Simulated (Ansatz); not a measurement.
Cartesian coordinates (Å):
```xyz
1

F      0.0000     0.0000     0.0000
```
Charge 0, spin multiplicity 2.

Method: Ansatz (a quantum-chemistry and plane-wave program) with frozen-core CCSD(T)/cc-pVTZ.

```json
{
  "HF energy": "-99.40552 Ha",
  "MP2 correlation energy": "-0.19983 Ha"
}
```

Task: Estimate the CCSD correlation energy, the (T) correction, the total energy and the T1 diagnostic.

Result: 
```json
{
 "CCSD correlation energy": "-0.21125 Ha",
 "(T) correction": "-0.00359 Ha",
 "CCSD(T) total energy": "-99.62036 Ha",
 "T1 diagnostic": "0.005"
}
```
